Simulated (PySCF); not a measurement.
A species of formula C5H9N has this rotational fingerprint, computed with CAM-B3LYP/def2-SVPD in PySCF (dipole) on a GFN2-xTB geometry, gas phase:

| Quantity | Value |
| --- | --- |
| Rotational constants | A = 6493, B = 2696, C = 2085 MHz |
| Dipole components | \|μa\| = 0.68 D, \|μb\| = 2.15 D, \|μc\| = 0.13 D |
| Inertial defect | -22.97 u·Å² |
| κ | -0.72 |

Question: Which structure is it? (One computed conformer of each.)
A. `[CH:1]1=[N:2][CH2:3][CH2:4][CH2:5][CH2:6]1` with C1–N2–C3–C4 16°, N2–C3–C4–C5 -46°, C3–C4–C5–C6 60°, C4–C5–C6–C1 -45° (1-piperideine)
B. `[CH3:1][CH:2]([CH3:3])[C@H:4]1[CH:5]=[N:6]1` with C1–C2–C4–C5 -144°
C. `[NH2:1][CH2:2][C@H:3]1[C@H:4]2[CH2:5][C@@H:6]12` with H–N1–C2–C3 60° and -57°, N1–C2–C3–C4 -142°
D. `[CH3:1][N:2]([CH3:3])[C:4]1=[CH:5][CH2:6]1` with C1–N2–C4–C5 20°
E. `[CH:1]#[C:2][CH2:3][C@H:4]([CH3:5])[NH2:6]` with C2–C3–C4–C5 -172°, C3–C4–N6–H -57° and -177°
F. `[CH2:1]=[N:2][CH:3]1[CH2:4][CH2:5][CH2:6]1` with C1–N2–C3–C4 130°, N2–C3–C4–C5 128°, C3–C4–C5–C6 -12°, C4–C5–C6–C3 12°, N2–C3–C6–C5 -128°

Answer: B. It is CC(C)[C@H]1C=N1, an asymmetric top, point group C1. The candidates at the same level (rigid rotor, commonest isotopes):

```tsv
SMILES	A (MHz)	B (MHz)	C (MHz)	μa (D)	μb (D)	μc (D)	Δ (u·Å²)	point group	rotor
CN(C)C1=CC1	6643	2845	2083	1.97	0.03	0.25	-11.07	–	asymmetric top
C#CC[C@H](C)N	7802	2119	1799	0.40	0.02	1.10	-22.31	C1	asymmetric top
CC(C)[C@H]1C=N1	6493	2696	2085	0.68	2.15	0.13	-22.97	C1	asymmetric top
C1=NCCCC1	4952	4769	2693	2.06	0.76	0.09	-20.34	C1	asymmetric top
NC[C@H]1[C@H]2C[C@@H]12	8256	2467	2379	1.55	0.51	1.16	-53.64	C1	near-prolate asymmetric top
C=NC1CCC1	9638	2402	2132	0.24	0.00	1.35	-25.79	Cs	near-prolate asymmetric top
```

`NC[C@H]1[C@H]2C[C@@H]12` has A 27 % too high; `C#CC[C@H](C)N` has B 21 % too low; `C=NC1CCC1` has A 48 % too high; `CN(C)C1=CC1` has B 6 % too high; `C1=NCCCC1` has B 77 % too high. No structure here is proved a minimum.
